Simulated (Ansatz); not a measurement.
# K2Cd3S4 (Pnma, No. 62; cell taken from a computed entry)

Computed with LDA (Ansatz, a first-principles code, plane waves, PAW).

Numerical settings: plane-wave cutoff 520 eV, 4×4×6 k mesh (along the axes of the cell as run), Fermi–Dirac smearing 0.01 eV, scalar-relativistic PAW data made under PBE.

Cell: relaxed with PBEsol: a = 13.745 Å, b = 10.150 Å, c = 6.621 Å, α = β = γ = 90.00°.

| Quantity | Value |
|---|---|
| band gap | 1.66 eV |

Note: cell and atoms aren't relaxed at this level (largest force component 0.16 eV/Å, pressure -2.0 GPa).

Spin–orbit coupling is not included.

Computing time: very roughly 14 core-minutes.
